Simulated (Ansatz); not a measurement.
Reaction (electron detachment): `[F-]` → F• + e⁻

Computed with Ansatz on PBE0-D4/def2-TZVP structures; ΔE is electronic, products minus reactants. CCSD(T)/CBS is frozen-core, at the limit of the def2 triple- and quadruple-zeta sets. DFT in def2-TZVPP. Anions take the def2 sets with diffuse functions and neutrals don't, so finite-basis rows favour the anion. Open shells (•) are unrestricted, without spin–orbit coupling. Spin–orbit coupling would lower the free atoms: a little for F.

```
             level  ΔE (eV)
        r2SCAN0-D4     3.04
            B2PLYP     3.47
            revPBE     3.59
           r2SCANh     3.22
           r2SCAN0     3.04
     HF/def2-TZVPP     1.20
SCS-MP2/def2-TZVPP     3.44
      HF/CBS(def2)     1.17
```

(1) What does CCSD(T)/CBS give? (Best estimate.)

Largest T1 diagnostic among the species: 0.023, so the coupled-cluster value is less sure than usual.

Results:

(1) Ansatz gave: +3.37 eV. The listed levels differ from it by -0.33, 0.10, 0.22, -0.15, -0.33, -2.17, 0.07, -2.20 eV.

From PBE to PBE0 (25 % exact exchange), in def2-TZVPP and without D4, ΔE moves by −0.44 eV. Leaving LDA and LC-ωPBE aside and taking each functional with its dispersion term where it has one, the values, not all of them listed here, spread over 0.80 eV, from BHLYP-D4 to BLYP-D4. LDA lies +0.46 eV from PBE without D4.

CCSD(T)/CBS has its own doubt, a few kJ/mol and more with outer-core shells, so smaller differences from it don't rank the levels.
